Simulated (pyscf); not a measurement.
This saddle point was located with ωB97X-D3(BJ)/def2-SVP in PySCF.

```xyz
9

Ge    -1.2766    -0.3169     0.0725
Cl    -0.9660    -0.0321     2.2013
H      0.6518    -0.7550    -0.0128
H     -2.6485     0.4062    -0.0543
H     -1.4800    -1.7340    -0.4689
N     -0.2765     0.8659    -1.1815
H      0.5514     0.0362    -0.7988
H     -0.6272     1.0146    -2.1325
H     -0.0654     1.7738    -0.7593
```

Surface: singlet, charge 0. Lowest wavenumbers (cm⁻¹): 1581i, 81, 251, 405, 467.

Problem. What reaction is this the transition state of?

Solution. Cl–GeH₃ + NH₃ ⇌ H₂N–GeH₂–Cl + H₂, a four-centre exchange read from left to right: Ge–H, H–N broken and Ge–N, H–H formed. At ωB97M-D3(BJ)/def2-TZVP it lies +2.18 eV from the left side and +2.13 eV from the right (each side as separated species at their lowest minima found). On the reactant side the descent ends in a complex, 0.32 eV under the separated species and 2.47 eV under the saddle at ωB97X-D3(BJ)/def2-TZVP. At the saddle there is also a short Ge–H contact that neither side keeps. This is the saddle that the search found; another between the same sides may lie lower. Elements up to Kr have no core potential and no relativistic terms here.
